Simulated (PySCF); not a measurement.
**Simulated absorption spectrum**

C₄H₆S.
SMILES: `CC#CCS`

Theory: TDDFT PBE0/def2-SVPD, vertical, gas phase, core orbitals frozen in the response in PySCF 2.14.0, density-fitted response routines. Isolated species at its GFN2-xTB geometry (one conformer only). Torsions of this conformer, `[CH3:1][C:2]#[C:3][CH2:4][SH:5]`: H–S5–C4–C3 55°.

Computed states:

```
state  E (eV)       f
   S1    5.29  0.0029
   S2    5.90   0.053
   S3    6.07   0.017
   S4    6.37   0.052
   S5    6.56  0.0092
   S6    6.65   0.012
```

Broadening: Gaussians 0.3 eV wide at half height, area fixed by f = 4.319×10⁻⁹ ∫ε dν̃. The width is an assumption, not a result. The curve ends short of the highest state used, and states not computed would add to its high-energy end.

(1) Give the broadened spectrum and its maxima.

(2) Coming from long wavelengths, where does ε first pass 100 L mol⁻¹ cm⁻¹?

(3) On this curve, what absorbance would a 10⁻⁴ mol/L sample give at 254 nm over a 1 cm path?

## Answers

(1) 
(E (eV), ε (L mol⁻¹ cm⁻¹)): (4.84, 0), (4.90, 2), (4.95, 7), (5.00, 18), (5.05, 41), (5.11, 91), (5.16, 149), (5.21, 209), (5.26, 251), (5.32, 256), (5.37, 220), (5.42, 165), (5.47, 118), (5.53, 119), (5.58, 227), (5.63, 519), (5.68, 1095), (5.73, 2009), (5.79, 3431), (5.84, 4578), (5.89, 5328), (5.94, 5464), (6.00, 4875), (6.05, 4071)

Maxima: 234 nm (5.29 eV), ε about 260, made up of S1 (100%); 209 nm (5.93 eV), ε about 5500, made up of S2 (85%) and S3 (15%) (ε in L mol⁻¹ cm⁻¹; maxima over ε = 5, shares over 10%).

(2) At about 242 nm (5.12 eV), 0.18 eV below S1.

(3) 254 nm is 4.881 eV, where ε is about 1.3 L mol⁻¹ cm⁻¹, so A = ε c l ≈ 0.00013 (Beer–Lambert, with the gas-phase spectrum and the assumed width).
